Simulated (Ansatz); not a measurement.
Ge–AsH2, quartet: vertical spin and charge gaps

Geometry (PBE0/def2-TZVP stationary point for this spin, not checked as a minimum):

```json
{"atom": "Ge", "x (Å)": "0.0238", "y (Å)": "0.0000", "z (Å)": "1.3085"}
{"atom": "As", "x (Å)": "-0.0491", "y (Å)": "0.0000", "z (Å)": "-1.2267"}
{"atom": "H", "x (Å)": "0.9651", "y (Å)": "1.0935", "z (Å)": "-1.5596"}
{"atom": "H", "x (Å)": "0.9651", "y (Å)": "-1.0935", "z (Å)": "-1.5596"}
```

Basis cc-pVDZ; Ansatz 0.2.0. Correlated methods freeze the noble-gas cores and the filled d shells of p-block atoms. R marks a restricted (for open shells ROHF) determinant. Active spaces: valence = (11e, 10o) chosen from the atoms' valence shells. No spin–orbit coupling is included, and no scalar relativity.

Gaps are energies of the second state less the first, at fixed atoms, for a selection of the levels run; each method lands on the state that its own search finds for that charge and spin.

For open shells CISD is restricted-active-space CI with the open shells as a complete middle space.

PBE gives 6.981 eV for removing an electron, to the triplet. Estimate what RCCSDTQ gives in cc-pVDZ.

RCCSDTQ in cc-pVDZ gives 6.918 eV, so against it PBE is off by 0.063 eV, of which a good part can be the reference's own basis and frozen-core error.

| level | gap (eV) | error (meV) |
| --- | --- | --- |
| RHF | 6.696 | -222 |
| RMP2 | 6.960 | 42 |
| CISD | 6.899 | -19 |
| RCCSD | 6.911 | -7 |
| RCCSD(T) | 6.919 | 1 |
| BCCD(T) | 6.919 | 1 |
| RCCSDT | 6.916 | -2 |
| RCCSDT(Q) | 6.918 | 0 |
| CASSCF (valence space) | 6.340 | -578 |
| NEVPT2 (valence space) | 6.776 | -142 |
| MRCISD (valence space) | 6.829 | -89 |
| MRCISD+Q (valence space) | 6.902 | -16 |
| r2SCAN | 7.180 | 262 |
| PBE0 | 7.075 | 157 |
| B3LYP | 6.951 | 33 |
| wB97M-V | 6.928 | 10 |
| B2PLYP | 6.883 | -35 |
| RPA-PBE | 6.911 | -7 |

Removing an electron, to the quintet: 10.359 eV at RCCSDTQ.

```
                   level  gap (eV)  error (meV)
                     RHF     9.374         -985
                    RMP2    10.322          -37
                   RCCSD    10.347          -12
                 BCCD(T)    10.364            5
  CASSCF (valence space)     9.448         -911
  NEVPT2 (valence space)    10.226         -133
MRCISD+Q (valence space)    10.384           25
                     PBE    10.754          395
                  r2SCAN    10.704          345
                  B2PLYP    10.672          313
```

Doublet less quartet: -1.326 eV at RCCSDTQ.

```json
{"level": "RHF", "gap (eV)": "-0.968", "error (meV)": "358"}
{"level": "RMP2", "gap (eV)": "-1.228", "error (meV)": "98"}
{"level": "CISD", "gap (eV)": "-1.195", "error (meV)": "131"}
{"level": "RCCSD", "gap (eV)": "-1.300", "error (meV)": "26"}
{"level": "RCCSD(T)", "gap (eV)": "-1.321", "error (meV)": "5"}
{"level": "BCCD(T)", "gap (eV)": "-1.321", "error (meV)": "5"}
{"level": "RCCSDT", "gap (eV)": "-1.324", "error (meV)": "2"}
{"level": "RCCSDT(Q)", "gap (eV)": "-1.326", "error (meV)": "0"}
{"level": "CASSCF (valence space)", "gap (eV)": "-1.254", "error (meV)": "72"}
{"level": "NEVPT2 (valence space)", "gap (eV)": "-1.321", "error (meV)": "5"}
{"level": "MRCISD (valence space)", "gap (eV)": "-1.321", "error (meV)": "5"}
{"level": "MRCISD+Q (valence space)", "gap (eV)": "-1.327", "error (meV)": "-1"}
{"level": "PBE", "gap (eV)": "-1.514", "error (meV)": "-188"}
{"level": "r2SCAN", "gap (eV)": "-1.394", "error (meV)": "-68"}
{"level": "PBE0", "gap (eV)": "-1.434", "error (meV)": "-108"}
{"level": "B3LYP", "gap (eV)": "-1.586", "error (meV)": "-260"}
{"level": "wB97M-V", "gap (eV)": "-1.517", "error (meV)": "-191"}
{"level": "B2PLYP", "gap (eV)": "-1.499", "error (meV)": "-173"}
{"level": "RPA-PBE", "gap (eV)": "-1.459", "error (meV)": "-133"}
```

Sextet less quartet: 6.169 eV at RCCSDTQ.

```
                   level  gap (eV)  error (meV)
                     RHF     5.377         -792
                    RMP2     6.085          -84
                    CISD     6.023         -146
                   RCCSD     6.148          -21
                RCCSD(T)     6.173            4
                 BCCD(T)     6.172            3
                  RCCSDT     6.168           -1
               RCCSDT(Q)     6.169            0
  CASSCF (valence space)     5.878         -291
  NEVPT2 (valence space)     6.193           24
  MRCISD (valence space)     6.169            0
MRCISD+Q (valence space)     6.212           43
                  r2SCAN     6.180           11
```

In so small a basis the reference is far from its limit while semilocal and hybrid functionals are nearer theirs (RPA and double hybrids share much of the reference's basis error), so the functionals' errors here hold much of the reference's basis and frozen-core error, which can add to them or hide them.

Full CI isn't at hand for all of this; RCCSDTQ serves as the reference, and is uncertain by about the last step of the cluster series.
